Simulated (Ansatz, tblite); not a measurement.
# The cluster MoS2−: one state, many levels

How do method and basis change the picture of the cluster MoS2− (doublet)?

Method: as each input shows; program: Ansatz 0.2.0, Gaussian basis.

Plan: GFN1-xTB, GFN2-xTB, PBE-D4/def2-TZVPD, r2SCAN-D4/def2-TZVPD, CAM-B3LYP-D4/def2-TZVPD, LDA/def2-TZVPD, B97M-V/def2-TZVPD, HSE06-D4/def2-TZVPD, revPBE-D4/def2-TZVPD, PBE-D4/def2-SVPD, PBE0-D4/def2-SVPD, CCSD(T)/def2-TZVPPD, MP2/def2-TZVPD, RPA/def2-TZVPD.

4 further runs of the same task are left out: 1 that didn't finish, 3 set aside as unsound or not needed.

### 1 The relaxed structure

The doublet was relaxed beforehand with PBE0-D4/def2-TZVPD. At that level it is the lowest of the isomers that a small search found.

3 atoms, charge -1, spin multiplicity 2.

Bond lengths: Mo1–S2 2.157 Å, Mo1–S3 2.157 Å. Angles: S2–Mo1–S3 131.4°.

Mo takes a core potential in the def2 sets. No spin-orbit coupling is included. The ion is computed in the gas phase, without counter-ions or solvent.

PBE0-D4/def2-TZVPD was run before; its log isn't repeated, and its numbers join the tables.

### 2 GFN1-xTB

Tight binding, by tblite at 300 K electronic temperature and without a spin-polarisation term:

```python
tblite.interface.Calculator('GFN1-xTB', numbers, positions, charge=-1, uhf=1).singlepoint()
```

Energy -263.5215 eV; 0.002 s.

### 3 GFN2-xTB

Tight binding, by tblite at 300 K electronic temperature and without a spin-polarisation term:

```python
tblite.interface.Calculator('GFN2-xTB', numbers, positions, charge=-1, uhf=1).singlepoint()
```

Energy -239.6062 eV; 0.004 s.

### 4 PBE-D4/def2-TZVPD

start.molden holds the orbitals of an earlier run on this state, given as this run's starting guess.

Input file in.yaml:

```yaml
crystal:
  periodic: [false, false, false]
  atoms:
    - {symbol: Mo, position_ang: [0.462569, 0.188733, 0.316948]}
    - {symbol: S, position_ang: [-0.123809, -1.845720, 0.727549]}
    - {symbol: S, position_ang: [-0.338759, 1.656987, -1.044497]}
basis:
  gaussian: {orbitals: def2-TZVPD, initial_orbitals: start.molden}
total_charge: -1
magnetization: {spin_polarized: true, initial_magnetization: 1}
hamiltonian: {xc: pbe, dispersion: d4}
scf: {omitted_lower_state_checks: [starts]}
output: {orbitals: {seedname: orbitals}}
```

Command:

```console
$ ansatz run in.yaml --threads 4 --pin off --events-out ev --progress --plain --max-ram 3916MiB
```

The runs that follow: r2SCAN-D4/def2-TZVPD; CAM-B3LYP-D4/def2-TZVPD; LDA/def2-TZVPD; B97M-V/def2-TZVPD; HSE06-D4/def2-TZVPD; revPBE-D4/def2-TZVPD; PBE-D4/def2-SVPD; PBE0-D4/def2-SVPD; CCSD(T)/def2-TZVPPD; MP2/def2-TZVPD; RPA/def2-TZVPD.

Q: Predict the results of all the runs planned. Wanted: gap in def2-TZVPD, named functionals, smallest and largest; correlation energy, CCSD(T)/def2-TZVPPD; correlation energy, MP2/def2-TZVPD; ⟨S²⟩ in def2-TZVPD, named functionals, smallest and largest; PBE0 total energy, smallest basis above largest.

**Answer**, as computed:

| quantity | value |
| --- | --- |
| gap in def2-TZVPD, named functionals, smallest and largest | 0.44 eV (LDA), 4.99 eV (CAM-B3LYP-D4) |
| correlation energy, CCSD(T)/def2-TZVPPD | -24.28 eV |
| correlation energy, MP2/def2-TZVPD | -20.30 eV |
| ⟨S²⟩ in def2-TZVPD, named functionals, smallest and largest | 1.549, 1.706 |
| PBE0 total energy, smallest basis above largest | 7.79 eV (def2-SVPD, def2-TZVPD) |

What this shows: Over the named functionals in def2-TZVPD the gap runs from 0.44 eV (LDA) to 4.99 eV (CAM-B3LYP-D4); exact exchange widens it. Over the named functionals in def2-TZVPD spin contamination reaches 0.96 (HSE06-D4), and every level is far from pure, so all describe a mixture with higher spin. Notes on CCSD(T)/def2-TZVPPD: spin contamination, state flagged by the program.
